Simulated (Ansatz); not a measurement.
CCSD(T) forces

CH₃LiN (SMILES [Li][NH][CH2]), doublet, displaced at random from its PBE0-D4/def2-TZVP minimum.

```
atom    x (Å)    y (Å)    z (Å)
 Li1  -2.1173  -0.7948   0.0849
  N2  -0.2842  -0.3536  -0.2246
  C3   0.5808   0.4430   0.0200
  H4   0.2362  -1.2625  -0.5823
  H5   1.7921   0.2774   0.1144
  H6   0.0732   1.4073   0.6533
```

Computed with Ansatz 0.2.0 (basis: def2-TZVPP); correlated methods freeze the cores; orbitals are unrestricted. The outer core shell of Li, Na, Mg and K is correlated.

CCSD(T) forces from the calculation:
```csv
atom,Fx,Fy,Fz (eV/Å)
Li1,-0.539,-0.047,0.056
N2,-1.417,-6.984,-2.981
C3,4.530,6.763,5.198
H4,-1.629,1.644,0.523
H5,-3.081,0.492,-0.763
H6,2.136,-1.868,-2.033
```

(1) Which atom feels the largest CCSD(T) force, and how large is it?

T1 diagnostic: at most 0.016. ⟨S²⟩ of the unrestricted Hartree–Fock references: 0.75 (a pure state has 0.75). These are differences at one structure, and CCSD(T) in triple zeta is itself an approximation.

## Answers

(1) C3, 9.66 eV/Å, along (0.47, 0.70, 0.54).

Root-mean-square difference of the force components from those of CCSD(T): PBE-D4 0.484; r2SCAN-D4 0.352; PBE0-D4 0.171; wB97M-V 0.319 eV/Å.

For scale, one of the runs: CCSD(T)/def2-TZVPP forces, 123 basis functions (an equivalent command: `ansatz run in.yaml --threads 2`). Time: 96 s of wall clock on 2 CPU threads; the host was shared. Peak host memory: 2.2 GiB.
